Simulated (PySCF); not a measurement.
Compound: hydrogen boron sulfide, BHS.
SMILES: `B=S`

Linear response at PBE0/aug-cc-pVTZ (PySCF, frozen core in the response, non-relativistic). Geometry: PBE0-D3(BJ)/def2-TZVP; no solvent, vibrations or thermal averaging.

Static isotropic polarisability: 34.23 au (5.07 Å³), principal values 28.9, 28.9, 44.9 au.

What is the polarisability at 1064 nm and at the sodium D line?

34.64 au at 1064 nm (+1.2 %), 35.61 au at 589.3 nm (+4.0 %). The rise at 589.3 nm is 3.39 times that at 1064 nm; a pure ω² law gives 3.26. The lowest singlet lies at 234 nm, shorter than both wavelengths.

What is the isotropic C6 coefficient between two such molecules, C6 = (3/π)∫α(iω)² dω?

389.5 au (Eh·bohr⁶) by a ten-point quadrature over imaginary frequencies, which is 233 eV·Å⁶ or 22.5 J·nm⁶/mol.

Which effective excitation energy ω̄ makes London's formula C6 = (3/4)α²ω̄ exact here?

ω̄ = 4·C6/(3α²) = 0.443 Eh = 12.1 eV. A one-pole form α(ω) = α/(1 − ω²/ω̄²) fitted to the 1064 nm value gives 10.8 eV.

What n − 1 at the D line would an ideal gas of it have at 273.15 K and 1 atm (2.6868 × 10¹⁹ cm⁻³), by n − 1 = 2π·N·α′?

8.91 × 10⁻⁴, a formal value whether or not that pressure can be reached.

How anisotropic is the static polarisability, by Δα² = ½[(α1 − α2)² + (α2 − α3)² + (α3 − α1)²]?

Δα = 16.0 au, or 0.47 of the isotropic value.

The lowest 10 singlets have (eV, f): 5.29, 0.000; 5.51, 0.000; 5.51, 0.000; 7.66, 0.121; 7.66, 0.121; 7.82, 0.467; 7.83, 0.004; 7.83, 0.004; 8.12, 0.001; 8.12, 0.001. What share of the static polarisability do they carry in the sum over states α = Σ f/ω²?

8.83 au, 25.8 % of α; the largest term, 5.65 au, is that of the state at 7.82 eV. Their oscillator strengths add up to 0.72. Higher states carry the rest.

How many electrons N does the Slater–Kirkwood formula C6 = (3/4)·√N·α^(3/2) need to give this C6?

N = (4·C6/3)²/α³ = 6.7; the species has 22 electrons in all.

On one thread of an Arm Neoverse V2, shared host, this took 2.6 s of wall time (grids of density and orbitals included) and 0.36 GiB of memory at its peak. This is the whole response run at PBE0/aug-cc-pVTZ, SCF included.
